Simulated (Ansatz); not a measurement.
The inner images of a band of AlClH4 (6 atoms, charge 0, multiplicity 1) are given out of order.

These are results of RKS BHLYP-D4/def2-SVP (Ansatz), not measurements.

First end point:

```xyz
6
Properties=species:S:1:pos:R:3
Al 0.001 0.165 0.014
H -0.004 0.690 1.507
H 1.364 0.119 -0.779
H -1.367 0.042 -0.761
Cl 0.079 -2.383 0.944
H 0.076 -2.014 2.173
```

Last end point:

```xyz
6
Properties=species:S:1:pos:R:3
Al 0.021 -0.609 -0.220
H 0.011 0.242 1.948
H 1.383 0.124 -0.457
H -1.382 0.046 -0.439
Cl 0.083 -2.683 0.177
H 0.034 -0.500 2.090
```

Task: Put them in order from the first end to the last, with their energies above the first end.
A.
```xyz
6
Properties=species:S:1:pos:R:3
Al 0.014 -0.271 -0.017
H 0.018 -0.021 1.748
H 1.396 0.178 -0.601
H -1.398 0.101 -0.584
Cl 0.077 -2.437 0.835
H 0.042 -0.931 1.716
```
B.
```xyz
6
Properties=species:S:1:pos:R:3
Al 0.010 -0.106 0.031
H 0.015 0.088 1.677
H 1.401 0.150 -0.640
H -1.402 0.073 -0.622
Cl 0.077 -2.410 0.973
H 0.049 -1.176 1.679
```
C.
```xyz
6
Properties=species:S:1:pos:R:3
Al 0.004 0.076 0.032
H 0.006 0.380 1.594
H 1.379 0.139 -0.730
H -1.383 0.059 -0.712
Cl 0.081 -2.455 0.983
H 0.061 -1.578 1.931
```
D.
```xyz
6
Properties=species:S:1:pos:R:3
Al 0.018 -0.441 -0.099
H 0.017 0.015 1.832
H 1.382 0.193 -0.547
H -1.384 0.114 -0.532
Cl 0.078 -2.499 0.631
H 0.038 -0.763 1.812
```
E.
```xyz
6
Properties=species:S:1:pos:R:3
Al 0.020 -0.543 -0.173
H 0.015 0.124 1.903
H 1.377 0.170 -0.498
H -1.378 0.092 -0.483
Cl 0.081 -2.590 0.406
H 0.035 -0.634 1.942
```
F.
```xyz
6
Properties=species:S:1:pos:R:3
Al 0.006 0.009 0.041
H 0.011 0.239 1.631
H 1.392 0.139 -0.686
H -1.394 0.059 -0.666
Cl 0.079 -2.448 1.005
H 0.055 -1.379 1.774
```
G.
```xyz
6
Properties=species:S:1:pos:R:3
Al 0.003 0.116 0.019
H 0.002 0.522 1.553
H 1.370 0.132 -0.764
H -1.374 0.053 -0.745
Cl 0.080 -2.415 0.957
H 0.068 -1.789 2.078
```

Result: G (+0.5 kcal/mol), C (+1.7 kcal/mol), F (+3.4 kcal/mol), B (+5.3 kcal/mol), A (-5.4 kcal/mol), D (-21.7 kcal/mol), E (-28.1 kcal/mol).

Run time: 90 s on 1 thread of Arm Neoverse V1, on a shared host, peak memory 0.1 GiB.
